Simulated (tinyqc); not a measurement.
A ladder of methods, and size consistency: correlation methods against full CI in the sto-3g basis, for HF, spin multiplicity 1. Computed by the program tinyqc with PySCF. 

Geometry (angstrom):

| atom | x | y | z |
|---|---|---|---|
| F | 0.0000 | 0.0000 | 0.0000 |
| H | 0.0000 | 0.0000 | 1.1700 |

RHF energy of one = -98.532556 hartree

All electrons correlated; +Q is the Davidson correction (1 - c0^2) E_corr. The last columns treat two copies 100 angstrom apart as one system. FCI is the lowest singlet.

Correlation energies (hartree):

| method | E_corr of one | share of FCI (%) | E_corr of two at 100 angstrom | two minus twice one (mhartree) |
|---|---|---|---|---|
| MP2 | -0.03108 | 60.629 | -0.06217 | 0.000 |
| CISD | -0.05127 | 100.000 | -0.09832 | 4.215 |
| CISD+Q | -0.05356 | 104.474 | -0.10608 | 1.044 |
| CCSD | -0.05127 | 100.000 | -0.10254 | 0.000 |
| CCSD(T) | -0.05127 | 100.000 | -0.10254 | 0.000 |
| FCI | -0.05127 | 100.000 | - | - |

MP2 recovers 61 %, CISD 100.0 % and CCSD 100.0 % of the FCI value (c0^2 = 0.955 in CISD). MP2 and coupled cluster are size consistent, so their last column vanishes; CISD loses 4.21 mhartree, since a double excitation on each copy is a quadruple of the pair, and the Davidson correction leaves +1.04. With two electrons, or one virtual orbital, CISD and CCSD are exact for one copy, so +Q overshoots there.
